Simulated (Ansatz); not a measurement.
## Relaxing antimony (A7 rhombohedral)

Computed with DFT, r2SCAN, plane waves (500 eV) with PAW, scalar-relativistic (Ansatz 0.2.0). (PAW data from PBE, frozen cores regenerated.)

k-point mesh 9×9×9, Fermi-Dirac smearing 0.1 eV, no spin polarisation. Cell and atoms relax.

Starting structure:

```yaml
crystal:
  lattice:
    - [2.1540983456, 1.2436692597, 3.7580152782]
    - [-2.1540983456, 1.2436692597, 3.7580152782]
    - [0.0, -2.4873385193, 3.7580152782]
  atoms:
    - { symbol: Sb, position: [0.233, 0.233, 0.233] }
    - { symbol: Sb, position: [0.767, 0.767, 0.767] }
hamiltonian:
  xc: r2scan
  pseudopotentials:
    kind: paw
    azcp:
      Sb: "pseudopotentials/Sb.paw.azcp"
basis:
  ecutwfc: 500
  fft_grid_basis: typed
kpoints:
  mp_grid: { grid: [9, 9, 9], shift: [0, 0, 0] }
magnetization:
  spin_polarized: false
scf:
  occupations: { method: fermi_dirac, width: 0.1 }
relax:
  max_steps: 60
  f_tol: 0.01
  cell: {}
```

Question: What cell does the relaxation end in?

Answer: R-3m with a = 4.341 Å, c = 11.613 Å (c/a = 2.675); 31.59 Å³ per atom against 30.20 at the start (4.6 %).

Question: How much energy does the relaxation gain?

Answer: 6.8 meV per atom.

Path of the relaxation (the plane waves are chosen anew near the end, which can shift the energy a little):

```
step  E − E(final) (meV/atom)  V (Å³/atom)  P (GPa)  max force (eV/Å)
   0                     6.79       30.203     1.85             0.082
   1                     4.26       31.909    -1.21             0.205
   2                     0.73       31.344    -0.06             0.050
   3                     0.31       31.434    -0.04             0.049
   4                     0.10       31.564     0.02             0.008
   5                     0.09       31.590     0.00             0.000
   6                     0.00       31.590     0.01             0.000
```
